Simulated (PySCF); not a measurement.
**State search for NO**

Unrestricted PBE0; PySCF, no relativity, basis sets N aug-cc-pVDZ, O aug-cc-pVDZ. Outer shells of the fragments: N 2s2 2p3; O 2s2 2p4.

Followed along the bond (rough minima from three points):

```json
{"2Ms+1": "2", "unpaired": "π ↑", "⟨S²⟩ at the start": "0.76", "R at minimum (Å)": "1.15", "Te (eV)": "0.00"}
{"2Ms+1": "4", "unpaired": "π ↑↑↑", "⟨S²⟩ at the start": "3.76", "R at minimum (Å)": "none in the scan", "Te (eV)": "≤ 4.49"}
```

Solutions found at the starting distance of 1.255 Å, counted from the lowest of them; the search is not exhaustive and high or unbound solutions are not listed, so other states can lie among these:

```
2Ms+1   unpaired  term  E (eV)  ⟨S²⟩  ⟨Lz²⟩  μ (D)
    2        π ↑    ²Π    0.00  0.76   1.00  -0.17
    4      π ↑↑↑    ⁴Π    4.48  3.76   1.00   0.77
    4  σ ↑, π ↑↑   ⁴Σ⁻    4.95  3.76   0.00  -0.86
```

A term symbol is given only where ⟨S²⟩ and ⟨Lz²⟩ are close to those of a pure state; real π, δ and φ orbitals otherwise mix terms. A positive dipole means N(−)O(+).

Counting both spins, an empty level lies below a filled one in some of these solutions, because spin and occupation are held.
